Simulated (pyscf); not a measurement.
## Addition across a multiple bond or ene-type step: HB=NH + hydrogen chloride (HCl) → H₂N–BH–Cl

Gas phase, singlet surface, charge 0. Bonds broken: Cl5–H6. Bonds formed: B1–Cl5, N2–H6. Single points on ωB97X-D3(BJ)/def2-SVP structures (PySCF, gas phase). MP2 and CC: frozen core, UHF for open shells. ΔMP2 is the change of the MP2 total energy from the triple- to the quadruple-zeta basis.

Transition state (Å):

```xyz
6

B      0.6588     0.9739     0.2402
N     -0.3923     0.2766    -0.0688
H      1.4358     1.8112     0.5686
H     -1.3913     0.4184    -0.1123
Cl     1.9926    -0.9991    -0.2578
H      0.5359    -0.7713    -0.3140
```

One imaginary mode, 1165i cm⁻¹; descent along it reached the two sides named.

```tsv
bond	change	reactant side (Å)	saddle	product side
Cl5–H6	breaks	1.292	1.476	2.9
B1–Cl5	forms	3.5	2.433	1.776
N2–H6	forms	2.170	1.421	1.013
```

Electronic energies relative to the separated reactants (kcal/mol):

```tsv
level	barrier	reaction energy	reverse barrier
ωB97X-D3(BJ)/def2-TZVP	12.5	-58.6	71.1
PBE/def2-TZVP	7.8	-56.0	63.8
r²SCAN/def2-TZVP	8.6	-58.3	67.0
B3LYP-D3(BJ)/def2-TZVP	12.1	-55.1	67.1
PBE0-D3(BJ)/def2-TZVP	9.0	-60.1	69.0
M06-2X/def2-TZVP	12.6	-57.2	69.8
ωB97M-D3(BJ)/def2-TZVP	13.3	-55.6	68.9
HF/def2-TZVP	24.4	-55.9	80.3
MP2/def2-QZVPP	14.5	-54.9	69.3
CCSD/def2-TZVPP	18.4	-54.6	73.0
CCSD(T)/def2-TZVPP	16.5	-54.1	70.6
CCSD(T)/def2-TZVPP + ΔMP2(QZVPP)	15.9	-54.2	70.1
```

With CCSD(T)/def2-TZVPP + ΔMP2(QZVPP) energies and thermal terms (ideal gas, 1 atm, RRHO with modes under 100 cm⁻¹ raised to 100, one conformer, R ln 2 for rigid chiral ones), in kcal/mol:

| T (K) | ΔH‡ | ΔG‡ | ΔH | ΔG |
|---|---|---|---|---|
| 298 | 14.3 | 22.9 | -50.2 | -41.2 |
| 600 | 13.9 | 31.8 | -50.8 | -31.7 |
| 900 | 14.0 | 40.7 | -50.8 | -22.2 |
| 1200 | 14.2 | 49.5 | -50.5 | -12.7 |

One saddle was located; it need not be the lowest between these sides. The CCSD(T) − MP2 part came from Ansatz, without density fitting, on the same reference.
